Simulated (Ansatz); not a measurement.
Cost and result for the atomization energy of `NC(O)(F)CO` (12 atoms, 11 bonds).

Cartesian coordinates in Å:
```
N 0.2360 0.3567 -1.4396
C -0.3074 -0.3826 -0.3417
O -1.5701 0.0777 -0.0525
F -0.3630 -1.7018 -0.7507
C 0.4871 -0.3490 0.9566
O 0.6561 0.9740 1.3986
H 0.5796 1.2475 -1.0969
H 1.0124 -0.1485 -1.8476
H -1.9644 0.3429 -0.8923
H 1.4796 -0.7641 0.7766
H -0.0254 -0.9739 1.6972
H -0.2206 1.3211 1.5924
```

The species carries charge 0 and has multiplicity 1. The structure was optimised at the PBE0-D4/def2-TZVP level. It is one conformer, not always the lowest. Program: Ansatz. All runs use 4 threads of an Arm Neoverse V2 on a shared host. Times are those of one run each, without the atoms' runs, and a repeat can differ threefold. Electronic energies, without spin–orbit coupling; frozen cores. CCSD(T)/CBS adds CCSD(T) − MP2 in def2-TZVPP to the MP2 limit, and its time is that of the two runs behind it. T1 = 0.011. B3LYP takes the VWN-RPA correlation (the form of Gaussian; ORCA's B3LYP/G).

CCSD(T)/CBS is a level of theory with its own doubt, some kJ/mol a heavy atom from the limit and from the frozen cores, so smaller differences don't rank the functionals.

| level | functions | wall time | atomization (kcal/mol) | difference from CCSD(T)/CBS | per bond |
| --- | --- | --- | --- | --- | --- |
| revPBE-D4/def2-TZVPP | 270 | 2.2 s | 1106.2 | -2.0 | -0.2 |
| BLYP-D4/def2-TZVPP | 270 | 2.2 s | 1110.9 | 2.7 | 0.2 |
| PBE-D4/def2-TZVPP (with forces) | 270 | 2.6 s | 1143.0 | 34.8 | 3.2 |
| BHLYP-D4/def2-TZVPP | 270 | 3.1 s | 1055.0 | -53.2 | -4.8 |
| CAM-B3LYP-D4/def2-TZVPP | 270 | 3.4 s | 1114.1 | 5.9 | 0.5 |
| B3LYP-D4/def2-TZVPP (with forces) | 270 | 4.6 s | 1103.9 | -4.3 | -0.4 |
| PBE-QIDH/def2-TZVPP | 270 | 6 s | 1095.1 | -13.1 | -1.2 |
| B97M-V/def2-TZVPP | 270 | 9 s | 1103.1 | -5.1 | -0.5 |
| CCSD(T)/def2-SVP | 114 | 11 s | 1043.1 | -65.1 | -5.9 |
| ωB97M-V/def2-TZVPP (with forces) | 270 | 11 s | 1112.2 | 4.0 | 0.4 |
| MP2/def2-QZVPP | 522 | 28 s | 1122.6 | 14.4 | 1.3 |
| CCSD(T)/def2-TZVPP | 270 | 5.6 min | 1074.6 | -33.6 | -3.1 |
| CCSD(T)/CBS(def2) | – | 6.1 min | 1108.2 | 0.0 | 0.0 |

From r2SCAN to r2SCAN0 (25 % exact exchange), in def2-TZVPP and without D4, the atomization energy moves by −26.7 kcal/mol: exact exchange takes away binding that semilocal exchange gives to molecules. In def2-TZVPP, CCSD(T) changes the Hartree–Fock value by +329.5 kcal/mol (the triples alone add +20.3 kcal/mol) and MP2 by +357.8 kcal/mol; breaking electron pairs costs correlation energy, which Hartree–Fock lacks. Leaving LDA and LC-ωPBE aside and taking each functional with its dispersion term where it has one, the values spread over 88.0 kcal/mol, from BHLYP-D4 to PBE-D4. LDA lies +173.0 kcal/mol from PBE without D4, its usual overbinding.
